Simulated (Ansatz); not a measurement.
# AlH3O (AlH2(OH)) at 6 levels

We compute a comparison of 6 runs (PBE/STO-3G, UB3LYP/STO-3G, UPBE0/STO-3G, r2SCAN/STO-3G, wB97X/STO-3G, MP2/STO-3G) of AlH3O (AlH2(OH)). 

The results are computed with Ansatz 0.2.0.

56 further runs of the same task are left out: 56 set aside as unsound or not needed.

## (1) The molecule

AlH3O has 5 atoms, charge 0, and is taken as a singlet. As SMILES, `[H][Al]([H])[OH]`. The H2–Al1 distance was set to 3.829 Å, away from the relaxed value. At this shape a bond of the SMILES string is far longer than usual.

Bond lengths: Al1–O4 1.636 Å, Al1–H3 1.531 Å, O4–H5 0.949 Å. Angles: Al1–O4–H5 179.6°, H3–Al1–O4 120.0°.

## (2) A single-point energy at PBE/STO-3G (run 1)

The input, input.yaml:

```yaml
basis:
  gaussian: {orbitals: STO-3G}
crystal:
  periodic: [false, false, false]
  atoms:
    - {symbol: Al, position_ang: [-2.019009, 0.501954, 0.058892]}
    - {symbol: H, position_ang: [1.798980, 0.417230, -0.221380]}
    - {symbol: H, position_ang: [-2.771799, 1.819844, -0.143648]}
    - {symbol: O, position_ang: [-2.846229, -0.869196, 0.394822]}
    - {symbol: H, position_ang: [-3.325059, -1.666496, 0.583962]}
hamiltonian: {xc: pbe}
accuracy: high
```

On the command line:

```bash
$ ansatz run input.yaml --threads 1 --pin off --max-ram 2610MiB --events-out events.jsonl --progress --plain --runs-dir runs
```

What it wrote:

```text
Warning: RAYON_NUM_THREADS=1 ignored (pool sized by the plan → 1); use --threads N
Functional definition: PBE
  name "PBE"
  parameter kappa = 0.804
  parameter beta = 0.06672455060314922
  exchange = pbe_x(kappa = kappa, mu = beta*pi^2/3)
  correlation = pbe_c(beta = beta)
279 factors; integrals over basis functions are off by at most 4.0e-9 eV
mean field evaluation 1: about -8561.3826 eV, gradient 3.1e1 eV
mean field evaluation 2: about -8525.8206 eV, gradient 9.9e1 eV
mean field evaluation 4: about -8564.2533 eV, gradient 1.5e1 eV
mean field evaluation 8: about -8569.1453 eV, gradient 1.4e1 eV
mean field evaluation 16: about -8570.9703 eV, gradient 1.3e-2 eV
mean field -8570.97029727 eV, -314.9773488125 hartree, gradient 1.2e-8 eV, S^2 0.000000; 0 other end points of the search recorded, 0 dependent functions left out
reference -8570.97029953 eV, -314.9773488954 hartree; 12, 12 occupied and 5, 5 virtual orbitals, 279 factors
Total energy: -8570.97029953 eV, -314.9773488954 hartree
```

It took 1.9 s on 1 thread of Intel Xeon Platinum 8259CL at 2.50GHz (Skylake/Cascade Lake), shared host; peak memory 0.11 GiB.

## (3) A single-point energy at UB3LYP/STO-3G (run 2)

The input, molecule.yaml:

```yaml
crystal:
  periodic: [false, false, false]
  atoms:
    - symbol: Al
      position_ang: [-2.019009, 0.501954, 0.058892]
    - symbol: H
      position_ang: [1.798980, 0.417230, -0.221380]
    - symbol: H
      position_ang: [-2.771799, 1.819844, -0.143648]
    - symbol: O
      position_ang: [-2.846229, -0.869196, 0.394822]
    - symbol: H
      position_ang: [-3.325059, -1.666496, 0.583962]
basis:
  gaussian:
    orbitals: STO-3G
total_charge: 0
magnetization:
  spin_polarized: true
hamiltonian:
  xc: {name: B3LYP}
accuracy: high
```

On the command line:

```bash
$ ansatz run molecule.yaml --threads 1 --pin off --max-ram 2610MiB --events-out events.jsonl --progress --plain --runs-dir runs
```

What it wrote:

```text
Warning: RAYON_NUM_THREADS=1 ignored (pool sized by the plan → 1); use --threads N
Functional definition: B3LYP
  name "B3LYP"
  parameter a0 = 0.2
  parameter ax = 0.72
  parameter ac = 0.81
  exchange = (1 - a0 - ax)*slater_x + ax*b88_x + a0*exact_x
  correlation = (1 - ac)*vwn_rpa_c + ac*lyp_c
279 factors; integrals over basis functions are off by at most 4.0e-9 eV
mean field evaluation 1: about -8568.6885 eV, gradient 2.0e1 eV
mean field evaluation 2: about -8548.3722 eV, gradient 5.0e1 eV
mean field evaluation 4: about -8571.2007 eV, gradient 8.4e0 eV
mean field evaluation 8: about -8562.4538 eV, gradient 7.5e0 eV
mean field evaluation 16: about -8577.0210 eV, gradient 2.5e-5 eV
mean field evaluation 32: about -8552.8302 eV, gradient 7.1e1 eV
mean field -8578.52194707 eV, -315.2548668238 hartree, gradient 1.7e-8 eV, S^2 0.967406; 4 other end points of the search recorded, 0 dependent functions left out
reference -8578.52197900 eV, -315.2548679972 hartree; 12, 12 occupied and 5, 5 virtual orbitals, 279 factors
Total energy: -8578.52197900 eV, -315.2548679972 hartree
```

Run time: 5.4 s. Hardware: 1 thread of Intel Xeon Platinum 8259CL at 2.50GHz (Skylake/Cascade Lake), shared host; peak memory 0.14 GiB.

Runs 3 to 5 aren't shown in full; the table further down has their settings and results.

## (4) A single-point energy at MP2/STO-3G (run 6)

The input, run.yaml:

```yaml
crystal:
  periodic: [false, false, false]
  atoms:
    - symbol: Al
      position_ang: [-2.019009, 0.501954, 0.058892]
    - symbol: H
      position_ang: [1.798980, 0.417230, -0.221380]
    - symbol: H
      position_ang: [-2.771799, 1.819844, -0.143648]
    - symbol: O
      position_ang: [-2.846229, -0.869196, 0.394822]
    - symbol: H
      position_ang: [-3.325059, -1.666496, 0.583962]
basis:
  gaussian:
    orbitals: STO-3G
correlation:
  method: mp2
  frozen_orbitals: {Al: 5, H: 0, O: 1}
accuracy: high
```

On the command line:

```bash
$ ansatz run run.yaml --threads 1 --pin off --max-ram 2610MiB --events-out events.jsonl --progress --plain --runs-dir runs
```

What it wrote (excerpt; [...] marks lines left out):

```text
Warning: RAYON_NUM_THREADS=1 ignored (pool sized by the plan → 1); use --threads N
Functional definition: HF
  name "HF"
[...]
279 factors; integrals over basis functions are off by at most 4.0e-9 eV
[...]
mean field -8550.47722385 eV, -314.2242422547 hartree, gradient 1.9e-8 eV, S^2 0.000000; 0 other end points of the search recorded, 0 dependent functions left out; unrestricted orbitals would lower it
unrestricted determinant -8555.46000452 eV, -314.4073560671 hartree, S^2 1.0069
6 core orbitals not correlated: weight in the atoms' cores, before any rotation towards them, 1.000 or more for the frozen orbitals, at most 0.000 for the correlated occupied ones
reference -8550.47722385 eV, -314.2242422547 hartree; 6, 6 occupied and 5, 5 virtual orbitals, 279 factors
second order -4.82914550 eV of doubles, -0.00000000 eV of singles
WARN: the method's energy lies above the unrestricted determinant's, so it is not that of the lowest state
Total energy: -8555.30636935 eV, -314.4017100785 hartree
```

It took 0.35 s on 1 thread of Intel Xeon Platinum 8259CL at 2.50GHz (Skylake/Cascade Lake), shared host.

## (5) The series

| run | level | frozen core orbitals | energy (Eh) | wall time |
| --- | --- | --- | --- | --- |
| 1 | PBE/STO-3G | – | -314.977349 | 1.9 s |
| 2 | UB3LYP/STO-3G | – | -315.254868 | 5.4 s |
| 3 | UPBE0/STO-3G | – | -315.063939 | 4.8 s |
| 4 | r2SCAN/STO-3G | – | -315.145144 | 4.2 s |
| 5 | wB97X/STO-3G | – | -315.124846 | 7.8 s |
| 6 | MP2/STO-3G | 6 | -314.401710 | 0.35 s |

## (6) Results

```
                                          quantity          value
                               run 6: total energy  -314.40171 Eh
run 6: correlation energy (6 core orbitals frozen)     -177.5 mEh
```

Totals of different functionals can't be ranked against each other. In run 6 the log says that unrestricted orbitals would lower the reference, so the values rest on an unstable closed-shell determinant (other closed-shell runs at this shape may share the fault). In runs 1, 2, 3, 4, 5, 6 the basis is minimal, so the values are rough. Spin contamination of the reference: run 3 ⟨S²⟩ = 1.00, run 2 ⟨S²⟩ = 0.97. Where it is this large, the reference is a mixture of spin states, and values that rest on it are in doubt. All runs together took 24 s, the longest 7.8 s.
